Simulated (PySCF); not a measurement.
## BF⁺, doublet in 6-31G: errors against full CI

Geometry: a point of a stretch scan, not a stationary point.

```
atom   x (Å)   y (Å)   z (Å)
   B  0.0000  0.0000  0.0000
   F  0.0000  0.0000  1.6880
```

Basis 6-31G; PySCF 2.14.0. Correlated methods freeze the noble-gas cores, which leaves 9 electrons in 16 orbitals. Prefix R: restricted or restricted open-shell reference; prefix U: unrestricted.

Full CI is exact within this basis and frozen core; it isn't the basis-set limit. The frozen core follows each run's orbitals, which can shift R against U totals by a few meV.

Unrestricted rows (U) aren't spin-pure: their determinants' ⟨S²⟩ exceeds S(S+1) by up to 0.14, so they mix in states of higher spin.

* UHF ⟨S²⟩: 0.890
* T1 diagnostic (ROHF- or RHF-based CCSD): 0.0529
* largest doubles amplitude (ROHF- or RHF-based CCSD): 0.112
* T1 diagnostic (UCCSD): 0.0605

```csv
level,E − E(full CI) (kJ/mol),share of correlation (%),wall time
RHF,499.2,0.00,–
UHF,460.5,7.75,–
RMP2,50.1,89.96,–
UMP2,96.3,80.72,–
RCCSD,27.3,94.53,–
UCCSD,18.8,96.24,–
RCCSD(T),7.0,98.60,0.48 s
UCCSD(T),7.4,98.52,0.36 s
RCCSDT,1.6,99.68,7.1 s
UCCSDT,0.9,99.82,7.8 s
```

The correlation energy at full CI, counted from RHF, is -5.173 eV. Full CI, over all symmetries tried, took 4.1 min on 1 thread of Arm Neoverse N1, shared host; the state has 1,989,600 determinants.

Times are those of the correlated step on a shared host, with one SCF added for the restricted CCSD run; they ran on 1 thread of Arm Neoverse N1.

The full-CI state has the irrep A1 of C2v, in the program's axes (one component, if the state is degenerate).

Natural occupations of full CI about the gap: 1.991 1.959 1.959 1.896 1.002 0.065 0.047 0.047 0.010 0.010; effectively unpaired electrons, Σ n²(2−n)², 1.09.
